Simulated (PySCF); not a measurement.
# [HO2]− (hydroperoxide(1-)) at MP2/cc-pV(D+d)Z

What is the vertical singlet–triplet gap of [HO2]− (hydroperoxide(1-)) at MP2/cc-pV(D+d)Z? Input form: a Python script.

The results are computed with PySCF 2.14.0.

## (1) The molecule

The species is [HO2]− (3 atoms), meant as a singlet with charge -1. As SMILES, `[O-]O`. The coordinates come from a GFN2-xTB relaxation.

Bond lengths: O1–O2 1.458 Å, O2–H3 0.963 Å. Angles: O1–O2–H3 100.3°.

## (2) A single-point energy at MP2/cc-pV(D+d)Z

Input file input.py:

```python
from pyscf import gto, scf, mp

system = gto.M(
    atom='''
O     -0.670928     1.914822    -0.152520
O     -0.461944    -0.825092    -0.341870
H      1.132872    -1.089748     0.494390
''',
    basis='cc-pv(d+d)z',
    unit='bohr',
    charge=-1,
    verbose=4,
    max_memory=1860,
)

hf = scf.RHF(system)
hf.conv_tol = 1e-10
hf.kernel()
if not hf.converged:
    hf = hf.newton().run(hf.mo_coeff, hf.mo_occ)

pt = mp.MP2(hf, frozen=2).run()
e_final = pt.e_tot
print('Final energy', e_final)
```

Launch:

```sh
$ OMP_NUM_THREADS=1 python input.py
```

Output:

```text
PySCF version 2.14.0

[INPUT] num. atoms = 3
[INPUT] num. electrons = 18
[INPUT] charge = -1
[INPUT] spin (= nelec alpha-beta = 2S) = 0
[INPUT] symmetry False subgroup None
[INPUT] Mole.unit = bohr
[INPUT] Symbol           X                Y                Z      unit          X                Y                Z       unit  Magmom
[INPUT]  1 O     -0.355039807768   1.013280165368  -0.080710108210 AA   -0.670928000000   1.914822000000  -0.152520000000 Bohr   0.0
[INPUT]  2 O     -0.244450237521  -0.436619883312  -0.180909813097 AA   -0.461944000000  -0.825092000000  -0.341870000000 Bohr   0.0
[INPUT]  3 H      0.599490045289  -0.576669807246   0.261619921307 AA    1.132872000000  -1.089748000000   0.494390000000 Bohr   0.0

nuclear repulsion = 29.875865014206
number of shells = 8
number of NR pGTOs = 59
number of NR cGTOs = 33
basis = cc-pv(d+d)z
ecp = {}

******** <class 'pyscf.scf.hf.RHF'> ********
method = RHF
initial guess = minao
damping factor = 0
level_shift factor = 0
DIIS = <class 'pyscf.scf.diis.CDIIS'>
diis_start_cycle = 1
diis_space = 8
diis_damp = 0
SCF conv_tol = 1e-10
SCF conv_tol_grad = None
SCF max_cycles = 50
direct_scf = True
direct_scf_tol = 1e-13
Set gradient conv threshold to 1e-05
Initial guess from minao.
init E= -149.825704484355
  HOMO = -0.307212477271082  LUMO = 0.000273730037805286  gap/eV = 8.36713
cycle= 1 E= -150.062416304966  delta_E= -0.237  |g|= 0.586  |ddm|= 2.57
  HOMO = 0.0730836329103619  LUMO = 0.409401974384111  gap/eV = 9.15169
cycle= 2 E= -150.121703489213  delta_E= -0.0593  |g|= 0.307  |ddm|= 1.23
  HOMO = -0.0450056906450902  LUMO = 0.428053793287757  gap/eV = 12.87260
cycle= 3 E= -150.138398987724  delta_E= -0.0167  |g|= 0.0475  |ddm|= 0.403
  HOMO = -0.0490998261140083  LUMO = 0.434759925572063  gap/eV = 13.16649
cycle= 4 E= -150.139363075877  delta_E= -0.000964  |g|= 0.0285  |ddm|= 0.0758
  HOMO = -0.0519008208681679  LUMO = 0.439391072631567  gap/eV = 13.36873
cycle= 5 E= -150.139664160701  delta_E= -0.000301  |g|= 0.00806  |ddm|= 0.0551
  HOMO = -0.0544300455569058  LUMO = 0.439815769392621  gap/eV = 13.44911
cycle= 6 E= -150.139705926585  delta_E= -4.18e-05  |g|= 0.00194  |ddm|= 0.0225
  HOMO = -0.0546090115874591  LUMO = 0.440062526176693  gap/eV = 13.46070
cycle= 7 E= -150.139708286643  delta_E= -2.36e-06  |g|= 0.000382  |ddm|= 0.00689
  HOMO = -0.0546422589856341  LUMO = 0.440106499982906  gap/eV = 13.46280
cycle= 8 E= -150.139708421138  delta_E= -1.34e-07  |g|= 0.000149  |ddm|= 0.00129
  HOMO = -0.0546340080315906  LUMO = 0.440103947644356  gap/eV = 13.46251
cycle= 9 E= -150.139708451016  delta_E= -2.99e-08  |g|= 5.93e-05  |ddm|= 0.00057
  HOMO = -0.0546323359803296  LUMO = 0.440104413909505  gap/eV = 13.46247
cycle= 10 E= -150.139708456569  delta_E= -5.55e-09  |g|= 1.67e-05  |ddm|= 0.000296
  HOMO = -0.0546337461450639  LUMO = 0.440104196484865  gap/eV = 13.46251
cycle= 11 E= -150.139708456985  delta_E= -4.16e-10  |g|= 4.53e-06  |ddm|= 8.56e-05
  HOMO = -0.0546332415035895  LUMO = 0.440104112343082  gap/eV = 13.46249
cycle= 12 E= -150.139708457011  delta_E= -2.61e-11  |g|= 1.27e-06  |ddm|= 2.24e-05
  HOMO = -0.0546335326924101  LUMO = 0.440104062882372  gap/eV = 13.46250
Extra cycle  E= -150.139708457012  delta_E= -1.02e-12  |g|= 6.41e-07  |ddm|= 2.78e-06
converged SCF energy = -150.139708457012

******** <class 'pyscf.mp.mp2.RMP2'> ********
nocc = 7, nmo = 31
frozen orbitals 2
E(RMP2) = -150.511708200447  E_corr = -0.371999743434817
E(SCS-RMP2) = -150.502305366963  E_corr = -0.362596909950902
E_corr(same-spin) = -0.0966955178894754
E_corr(oppo-spin) = -0.275304225545342
Final energy -150.51170820044715
```

Run time: 0.9 s. Hardware: 1 thread of Intel Xeon Platinum 8259CL at 2.50GHz (Skylake/Cascade Lake), shared host; peak memory 0.12 GiB.

## (3) The triplet, same level

Input file job.py:

```python
from pyscf import gto, scf, mp

molecule = gto.M(
    atom='''
O     -0.670928     1.914822    -0.152520
O     -0.461944    -0.825092    -0.341870
H      1.132872    -1.089748     0.494390
''',
    unit='bohr',
    max_memory=1860,
    charge=-1,
    spin=2,
    basis='cc-pv(d+d)z',
    verbose=4,
)

hf = scf.UHF(molecule)
hf.conv_tol = 1e-10
hf.kernel()
if not hf.converged:
    hf = hf.newton().run(hf.mo_coeff, hf.mo_occ)

pt = mp.MP2(hf, frozen=2).run()
e_tot = pt.e_tot
print('E(%s) = %.9f' % ('MP2', e_tot))
```

Launch:

```sh
$ OMP_NUM_THREADS=1 python job.py
```

Output:

```text
PySCF version 2.14.0

[INPUT] num. atoms = 3
[INPUT] num. electrons = 18
[INPUT] charge = -1
[INPUT] spin (= nelec alpha-beta = 2S) = 2
[INPUT] symmetry False subgroup None
[INPUT] Mole.unit = bohr
[INPUT] Symbol           X                Y                Z      unit          X                Y                Z       unit  Magmom
[INPUT]  1 O     -0.355039807768   1.013280165368  -0.080710108210 AA   -0.670928000000   1.914822000000  -0.152520000000 Bohr   0.0
[INPUT]  2 O     -0.244450237521  -0.436619883312  -0.180909813097 AA   -0.461944000000  -0.825092000000  -0.341870000000 Bohr   0.0
[INPUT]  3 H      0.599490045289  -0.576669807246   0.261619921307 AA    1.132872000000  -1.089748000000   0.494390000000 Bohr   0.0

nuclear repulsion = 29.875865014206
number of shells = 8
number of NR pGTOs = 59
number of NR cGTOs = 33
basis = cc-pv(d+d)z
ecp = {}

******** <class 'pyscf.scf.uhf.UHF'> ********
method = UHF
initial guess = minao
damping factor = 0
level_shift factor = 0
DIIS = <class 'pyscf.scf.diis.CDIIS'>
diis_start_cycle = 1
diis_space = 8
diis_damp = 0
SCF conv_tol = 1e-10
SCF conv_tol_grad = None
SCF max_cycles = 50
direct_scf = True
direct_scf_tol = 1e-13
number electrons alpha = 10  beta = 8
Set gradient conv threshold to 1e-05
init E= -149.825704484355
[... the frontier-level lines of each cycle are left out ...]


cycle= 1 E= -149.906428098422  delta_E= -0.0807  |g|= 0.438  |ddm|= 2.09
cycle= 2 E= -149.988363320149  delta_E= -0.0819  |g|= 0.258  |ddm|= 1.02
cycle= 3 E= -150.015728122583  delta_E= -0.0274  |g|= 0.0644  |ddm|= 0.397
cycle= 4 E= -150.02403526127  delta_E= -0.00831  |g|= 0.0402  |ddm|= 0.165
cycle= 5 E= -150.026910791788  delta_E= -0.00288  |g|= 0.0224  |ddm|= 0.101
cycle= 6 E= -150.028197819097  delta_E= -0.00129  |g|= 0.0122  |ddm|= 0.0667
cycle= 7 E= -150.028631932489  delta_E= -0.000434  |g|= 0.00508  |ddm|= 0.057
cycle= 8 E= -150.028722215979  delta_E= -9.03e-05  |g|= 0.00295  |ddm|= 0.0333
cycle= 9 E= -150.028768741886  delta_E= -4.65e-05  |g|= 0.00231  |ddm|= 0.0286
cycle= 10 E= -150.028810560739  delta_E= -4.18e-05  |g|= 0.00182  |ddm|= 0.0343
cycle= 11 E= -150.028853061816  delta_E= -4.25e-05  |g|= 0.00117  |ddm|= 0.0509
cycle= 12 E= -150.028873451184  delta_E= -2.04e-05  |g|= 0.000649  |ddm|= 0.0436
cycle= 13 E= -150.028879155798  delta_E= -5.7e-06  |g|= 0.000234  |ddm|= 0.0316
cycle= 14 E= -150.028879515005  delta_E= -3.59e-07  |g|= 6.94e-05  |ddm|= 0.00909
cycle= 15 E= -150.028879509665  delta_E= 5.34e-09  |g|= 4.11e-05  |ddm|= 0.00118
cycle= 16 E= -150.028879522898  delta_E= -1.32e-08  |g|= 1.78e-05  |ddm|= 0.00163
cycle= 17 E= -150.028879523832  delta_E= -9.34e-10  |g|= 8.81e-06  |ddm|= 0.000273
cycle= 18 E= -150.028879524005  delta_E= -1.74e-10  |g|= 3.64e-06  |ddm|= 4.19e-05
cycle= 19 E= -150.028879524053  delta_E= -4.8e-11  |g|= 1.2e-06  |ddm|= 5.49e-05
Extra cycle  E= -150.028879524055  delta_E= -2.16e-12  |g|= 8.37e-07  |ddm|= 3.38e-06
converged SCF energy = -150.028879524055  <S^2> = 2.0215807  2S+1 = 3.0143528

******** <class 'pyscf.mp.ump2.UMP2'> ********
nocc = (np.int64(8), np.int64(6)), nmo = (31, 31)
frozen orbitals 2
E(UMP2) = -150.374482268154  E_corr = -0.345602744098151
E(SCS-UMP2) = -150.360215813293  E_corr = -0.331336289237877
E_corr(same-spin) = -0.0962157734768119
E_corr(oppo-spin) = -0.249386970621339
E(MP2) = -150.374482268
```

Wall time 0.96 s (1 thread of Intel Xeon Platinum 8259CL at 2.50GHz (Skylake/Cascade Lake), shared host); peak memory 0.12 GiB.

## (4) What came out

Level: MP2/cc-pV(D+d)Z, 2 core orbitals frozen.

| quantity | value |
| --- | --- |
| singlet: total energy | -150.51171 Eh |
| singlet: HOMO energy (Hartree–Fock orbitals) | -1.49 eV |
| singlet: LUMO energy (Hartree–Fock orbitals) | 11.98 eV |
| singlet: HOMO–LUMO gap (to an unbound level, set by the basis) | 13.46 eV |
| singlet: correlation energy (2 core orbitals frozen) | -372.0 mEh |
| triplet: total energy | -150.37448 Eh |
| triplet: HOMO energy (Hartree–Fock orbitals) (highest over α and β) | 2.48 eV |
| triplet: LUMO energy (Hartree–Fock orbitals) (lowest over α and β) | 12.86 eV |
| triplet: correlation energy (2 core orbitals frozen) | -345.6 mEh |
| triplet: ⟨S²⟩ of the reference determinant | 2.022 |
| vertical energy of the triplet above the singlet | 3.734 eV |

**Reading.** At this shape the triplet lies 3.73 eV (360 kJ/mol) above the singlet. For an anion a state so high probably lies above electron detachment. The HOMO (triplet) lies at positive energy, 2.48 eV: the electron is unbound at this level or held by a compact basis; values depend on the basis.
